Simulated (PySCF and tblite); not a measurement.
C5H11F, numbered as in [CH3:1][CH2:2][C:3]([CH3:4])([CH3:5])[F:6].

Free energies: PBE0-D3(BJ)/def2-SVP (IEF-PCM, acetonitrile) on GFN2-xTB structures plus GFN2-xTB thermal terms, symmetry and mirror images included. Conformers within 3 kcal/mol (GFN2-xTB free energy) were kept, 10 at most. Couplings: B3LYP/6-31G* with pcJ-1 on H, F (gas phase; spin-dipole term only for pairs with B, N, F, Si or P). Couplings are for ¹⁹F, ¹H. H–H couplings come out 0.1 to 0.9 Hz lower than with pcJ-1 on all atoms. Codes: tblite and PySCF.

Torsions listed: C1–C2–C3–F6. Of a mirror pair one member is shown.

```
conformer  shape  weight %
        1   -62°      67.9
        2   180°      32.1
```

Give the couplings in each conformer and the averages at 298.15 K (pairs that fast motion interchanges averaged).


| coupling | pairs | 1 | 2 | average (Hz) |
| --- | --- | --- | --- | --- |
| ³J(H2,F6) | 2 | 19.6 | 8.2 | 16.0 |
| ³J(H4,F6) | 6 | 18.6 | 19.0 | 18.7 |
| ²J(H1,H1) | 3 | -13.9 | -14.0 | -13.9 |
| ³J(H1,H2) | 6 | 7.5 | 8.0 | 7.6 |
| ²J(H2,H2) | 1 | -14.3 | -13.7 | -14.1 |
| ²J(H4,H4) | 6 | -14.0 | -14.1 | -14.0 |

Computed couplings to fluorine can be off by tens of per cent at such levels.
